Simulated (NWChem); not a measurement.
# carbonyl sulfide (COS); SMILES O=C=S

Program: NWChem. Coordinates come from a PBE0/def2-SVP optimisation. Level M06-L/def2-SVP: energy and gradient on several grids; changes count from the extra-fine grid, which is no exact limit either.

Which is the coarsest grid (medium; xfine; coarse; fine; xcoarse) from which on the energy stays within 50 μHa and each gradient component within 100 μHa/bohr of xfine?

fine.
| grid | size of the energy change (μHa) | largest change of a gradient component (μHa/bohr) |
|---|---|---|
| xcoarse | 30 | 2000 |
| coarse | 80 | 500 |
| medium | < 10 | 200 |
| fine | < 10 | < 30 |
| xfine | < 10 | < 30 |
